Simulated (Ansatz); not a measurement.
in.yaml

```yaml
crystal:
  periodic: [false, false, false]
  atoms:
    - {symbol: Si, position_ang: [0.000000, 0.000000, 0.000000]}
    - {symbol: F, position_ang: [0.000000, 0.000000, 3.448000]}
basis:
  gaussian: {orbitals: 6-31G}
total_charge: 1
magnetization: {spin_polarized: false, initial_magnetization: 2}
correlation: {active_space: {ras: {orbitals: [4, 2, 10], electrons: 10, max_holes: 4, max_particles: 4}, fixed_orbitals: true}}
```

```sh
$ ansatz run in.yaml --threads 1 --pin off --events-out ev --progress --plain --max-ram 2393MiB
```

The program prints:

```
216 factors; integrals over basis functions are off by at most 2.8e-4 eV
mean field evaluation 1: about -10532.0226 eV, gradient 7.7e1 eV
mean field evaluation 2: about -10532.0349 eV, gradient 7.7e1 eV
mean field evaluation 4: about -10537.8243 eV, gradient 5.3e1 eV
mean field evaluation 8: about -10555.0871 eV, gradient 1.4e1 eV
mean field evaluation 16: about -10555.5143 eV, gradient 9.7e-4 eV
mean field evaluation 32: about -10555.5821 eV, gradient 3.6e-2 eV
mean field evaluation 64: about -10555.5792 eV, gradient 3.4e-1 eV
mean field evaluation 96: about -10555.4440 eV, gradient 6.1e-5 eV
mean field evaluation 128: about -10555.5712 eV, gradient 8.1e-1 eV
mean field evaluation 160: about -10555.5808 eV, gradient 1.0e-2 eV
mean field evaluation 192: about -10555.5512 eV, gradient 3.0e-1 eV
mean field evaluation 224: about -10555.5143 eV, gradient 7.8e-4 eV
mean field evaluation 256: about -10555.5132 eV, gradient 2.5e-2 eV
mean field evaluation 288: about -10555.4323 eV, gradient 7.3e0 eV
mean field -10555.58070667 eV, -387.9104361405 hartree, gradient 4.7e-10 eV, S^2 2.000000; 20 other end points of the search recorded, 0 dependent functions left out
reference -10555.58070667 eV, -387.9104361405 hartree; 12, 10 occupied and 10, 12 virtual orbitals, 216 factors
state -10558.78205205 eV, -388.0280834134 hartree
Total energy: -10558.78205205 eV, -388.0280834134 hartree
```

For the same geometry and basis full CI lies 8.5 meV lower. By full CI's occupations no single determinant describes the state well. The determinant fills πx and πy unequally, so it is a mixture of Σ and Δ.

Ran on 1 thread of Arm Neoverse V2, shared host: 6 s wall, 0.13 GiB peak host memory.
